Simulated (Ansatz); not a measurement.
The inner images of a band of C$_{2}$H$_{2}$FNO (7 atoms, charge 0, multiplicity 1) are given out of order.

Computed with RHF/def2-SVPD in Ansatz.

First end point:

```xyz
7
Properties=species:S:1:pos:R:3
N -1.064 -0.168 1.276
C -0.321 0.032 0.319
O 0.154 0.997 -0.466
C 0.597 -0.321 -0.712
F 1.867 -0.539 -0.427
H -1.489 0.673 1.631
H 0.317 -0.741 -1.667
```

Last end point:

```xyz
7
Properties=species:S:1:pos:R:3
N -1.112 0.518 1.199
C -0.332 0.350 0.265
O 0.273 1.098 -0.646
C 0.552 -0.277 -0.671
F 1.779 -0.607 -0.309
H -1.334 -0.340 1.672
H 0.236 -0.810 -1.556
```

**Question.** Put them in order from the first end to the last, with their energies above the first end.
A.
```xyz
7
Properties=species:S:1:pos:R:3
N -1.077 0.550 1.117
C -0.302 0.240 0.243
O 0.327 0.965 -0.698
C 0.598 -0.401 -0.690
F 1.830 -0.720 -0.329
H -1.610 0.241 1.889
H 0.297 -0.942 -1.578
```
B.
```xyz
7
Properties=species:S:1:pos:R:3
N -1.085 0.709 1.102
C -0.308 0.318 0.237
O 0.348 0.956 -0.731
C 0.570 -0.414 -0.653
F 1.788 -0.759 -0.273
H -1.504 0.112 1.785
H 0.253 -0.990 -1.514
```
C.
```xyz
7
Properties=species:S:1:pos:R:3
N -1.041 -0.114 1.231
C -0.312 0.132 0.278
O 0.209 1.041 -0.547
C 0.601 -0.313 -0.721
F 1.855 -0.577 -0.402
H -1.567 0.546 1.767
H 0.317 -0.782 -1.653
```
D.
```xyz
7
Properties=species:S:1:pos:R:3
N -1.044 0.043 1.190
C -0.302 0.201 0.250
O 0.266 1.042 -0.621
C 0.605 -0.332 -0.722
F 1.852 -0.622 -0.384
H -1.635 0.432 1.879
H 0.319 -0.831 -1.637
```
E.
```xyz
7
Properties=species:S:1:pos:R:3
N -1.061 0.289 1.150
C -0.296 0.218 0.239
O 0.305 1.007 -0.670
C 0.607 -0.367 -0.714
F 1.848 -0.672 -0.361
H -1.658 0.343 1.926
H 0.315 -0.887 -1.616
```

**Answer.** C (+13.4 kJ/mol), D (+55.2 kJ/mol), E (+89.3 kJ/mol), A (+52.6 kJ/mol), B (+12.3 kJ/mol).

Time of the run: 61 s on 2 threads of AMD EPYC 7R13 Processor (Zen 3) (shared host), peak memory 0.27 GiB.
